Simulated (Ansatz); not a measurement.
## CF₂, singlet: CASSCF and its corrections

Calculated in Ansatz's Gaussian-basis code. Basis cc-pVDZ, nonrelativistic, 3 orbitals frozen in the corrections. State-specific CASSCF; RHF is the lowest restricted (open-shell) Hartree–Fock solution met. Solutions may break the symmetry of the shape. No proof that the lowest CASSCF solution was found.

Geometry:

```xyz
3

C     0.0000    0.0000   -0.5911
F     0.0000    1.0238    0.1970
F     0.0000   -1.0238    0.1970
```

Q: What do CASSCF and its corrections give against RHF in CAS(2,2), and what are the occupations?

A: CASSCF -0.555 eV, SC-NEVPT2 -13.022 eV; occupations 1.94, 0.06.
